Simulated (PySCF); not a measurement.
## N: ionisation energy

N [He] 2s2 2p3 (4S) → N⁺ [He] 2s2 2p2 (3P), as a difference of total energies. Computed with PySCF 2.14 in aug-cc-pVQZ (6s5p4d3f2g, 80 functions), with the non-relativistic Hamiltonian (point nucleus). Correlated levels: valence: 1s2 frozen. The calculations carry no spin-orbit coupling.

```json
{"method": "UHF", "ionisation energy (eV)": "13.894"}
{"method": "LDA", "ionisation energy (eV)": "15.007"}
{"method": "PBE0", "ionisation energy (eV)": "14.702"}
{"method": "r2SCAN", "ionisation energy (eV)": "14.805"}
{"method": "TPSS", "ionisation energy (eV)": "14.670"}
{"method": "B3LYP", "ionisation energy (eV)": "14.660"}
{"method": "wB97M-V", "ionisation energy (eV)": "14.526"}
{"method": "r2SCANh", "ionisation energy (eV)": "14.785"}
{"method": "ROHF", "ionisation energy (eV)": "13.955"}
{"method": "MP2 (valence)", "ionisation energy (eV)": "14.619"}
```

**Question.** Estimate what SCS-MP2 (valence) gives.

**Answer.** 14.354 eV, closest to wB97M-V among the rows shown.

**Question.** Estimate what PBE gives.

**Answer.** 14.731 eV, closest to PBE0 among the rows shown.

Errors of the correlated levels include the incompleteness of this basis and the frozen core.

For comparison: 14.545 eV (measured; NIST levels, between the centres of gravity of the two terms).
